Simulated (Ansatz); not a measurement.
in.yaml

```yaml
crystal:
  periodic: [false, false, false]
  atoms:
    - {symbol: Al, position_ang: [-0.002521, 0.005595, 0.002475]}
    - {symbol: H, position_ang: [0.618660, 1.416024, 0.628391]}
    - {symbol: H, position_ang: [-0.627474, -1.401821, 0.631409]}
    - {symbol: H, position_ang: [-0.632415, 1.409116, -0.630224]}
    - {symbol: H, position_ang: [0.708703, -1.573085, -0.695823]}
basis:
  gaussian: {orbitals: cc-pVDZ}
total_charge: 1
magnetization: {spin_polarized: true, initial_magnetization: 2}
correlation: {method: ccsd_t, electrons: outside_noble_gas}
output: {forces: true}
```

```sh
$ ansatz run in.yaml --threads 1 --pin off --events-out ev --progress --plain --max-ram 2393MiB
```

The program prints:

```
351 factors; integrals over basis functions are off by at most 2.3e-3 eV
mean field evaluation 1: about -6632.3799 eV, gradient 7.2e0 eV
mean field evaluation 2: about -6632.3817 eV, gradient 7.2e0 eV
mean field evaluation 4: about -6633.1149 eV, gradient 8.1e-1 eV
mean field evaluation 8: about -6633.1385 eV, gradient 5.1e-3 eV
mean field evaluation 16: about -6633.1355 eV, gradient 1.4e-1 eV
mean field -6633.13846083 eV, -243.7633423327 hartree, gradient 2.7e-6 eV, S^2 2.046187; 0 other end points of the search recorded, 0 dependent functions left out
5 core orbitals not correlated: weight in the atoms' cores, before any rotation towards them, 1.000 or more for the frozen orbitals, at most 0.000 for the correlated occupied ones
reference -6633.13846083 eV, -243.7633423327 hartree; 4, 2 occupied and 29, 31 virtual orbitals, 351 factors
second order -1.72671995 eV of doubles, -0.00000000 eV of singles
cycle   1  -2.16164615 eV  change   -4.3e-1 eV  update   6.1e-2
cycle   2  -2.41396395 eV  change   -2.5e-1 eV  update   3.2e-2
cycle   3  -2.44421812 eV  change   -3.0e-2 eV  update   1.3e-2
cycle   4  -2.45234359 eV  change   -8.1e-3 eV  update   4.3e-3
cycle   5  -2.45123712 eV  change    1.1e-3 eV  update   2.0e-3
cycle   6  -2.45198687 eV  change   -7.5e-4 eV  update   1.1e-3
cycle   7  -2.45269215 eV  change   -7.1e-4 eV  update   3.7e-4
cycle   8  -2.45236052 eV  change    3.3e-4 eV  update   1.2e-4
cycle   9  -2.45241077 eV  change   -5.0e-5 eV  update   4.3e-5
cycle  10  -2.45241942 eV  change   -8.7e-6 eV  update   1.5e-5
cycle  11  -2.45242361 eV  change   -4.2e-6 eV  update   5.7e-6
cycle  12  -2.45241899 eV  change    4.6e-6 eV  update   2.0e-6
cycle  13  -2.45241953 eV  change   -5.4e-7 eV  update   7.4e-7
perturbative correction -0.04404519 eV, -0.0016186309 hartree
the calculation of the forces begins
mean field evaluation 32: about -6633.1369 eV, gradient 1.8e-2 eV
Total energy: -6635.63492554 eV, -243.8550857189 hartree
Atom 0 at    -0.002521     0.005595     0.002475 Å, force    -0.038632    -1.188881     0.044926 eV/Å
Atom 1 at     0.618660     1.416024     0.628391 Å, force     0.123113     0.094503     0.000475 eV/Å
Atom 2 at    -0.627474    -1.401821     0.631409 Å, force     0.116223     0.288183    -0.117108 eV/Å
Atom 3 at    -0.632415     1.409116    -0.630224 Å, force    -0.000252     0.093822    -0.123633 eV/Å
Atom 4 at     0.708703    -1.573085    -0.695823 Å, force    -0.200451     0.712373     0.195340 eV/Å
Dipole moment:     0.067016     0.012966    -0.066686 e Å
```

Forces (eV/Å):
```
Al  -0.039 -1.189  0.045
H    0.123  0.095  0.000
H    0.116  0.288 -0.117
H    0.000  0.094 -0.124
H   -0.200  0.712  0.195
```

For the same geometry and basis full CI lies 22.8 meV lower.

Ran on 1 thread of Arm Neoverse V1, shared host: 1.3 s wall, 0.16 GiB peak host memory.
